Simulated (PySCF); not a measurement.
# Worked example: GeF⁺, triplet against GeF⁺, singlet

Geometry (PBE0/def2-TZVP stationary point of a singlet), kept for both states (GeF⁺, singlet: Σ⁺; GeF⁺, triplet: Π):

```tsv
atom	x (Å)	y (Å)	z (Å)
Ge	0.0000	0.0000	0.0000
F	0.0000	0.0000	1.6763
```

Basis 6-31G (Cartesian d functions); PySCF 2.14.0. Only valence electrons are correlated (noble-gas cores and the filled d shells of p-block atoms frozen). R marks a restricted (for open shells ROHF) determinant. No spin–orbit coupling is included, and no scalar relativity.

Full CI isn't at hand for all of this; RCCSDT serves as the reference. It lacks quadruple excitations, which often exceed the step from CCSD(T) to CCSDT.

| level | E(GeF⁺, singlet) (hartree) | E(GeF⁺, triplet) (hartree) |
| --- | --- | --- |
| RCCSD(T) | -2174.361381 | -2174.187197 |
| PBE | -2175.780952 | -2175.599242 |
| B3LYP | -2176.234012 | -2176.049552 |
| RCCSDT | -2174.361584 | -2174.187741 |

Q: Give the vertical gap, GeF⁺ triplet less GeF⁺ singlet, at each level in eV (1 hartree = 27.2114 eV), and each error against RCCSDT.

A: RCCSDT: (-2174.187741 − (-2174.361584)) × 27.2114 = 4.731 eV (the reference)
B3LYP: (-2176.049552 − (-2176.234012)) × 27.2114 = 5.019 eV, error 0.288 eV
PBE: (-2175.599242 − (-2175.780952)) × 27.2114 = 4.945 eV, error 0.214 eV
RCCSD(T): (-2174.187197 − (-2174.361381)) × 27.2114 = 4.740 eV, error 0.009 eV

Total energies of functionals can't be set beside those of wave-function methods, since they hold the core's correlation and their own absolute errors; only the differences compare.

The set has no polarisation functions, so the order and spacing of states can differ from the basis-set limit.

In so small a basis the reference is far from its limit while semilocal and hybrid functionals are nearer theirs, so the functionals' errors here hold much of the reference's basis and frozen-core error, which can add to them or hide them.

Each level lands on the state that its own search finds. T1 diagnostics of restricted CCSD: 0.025 and 0.032.
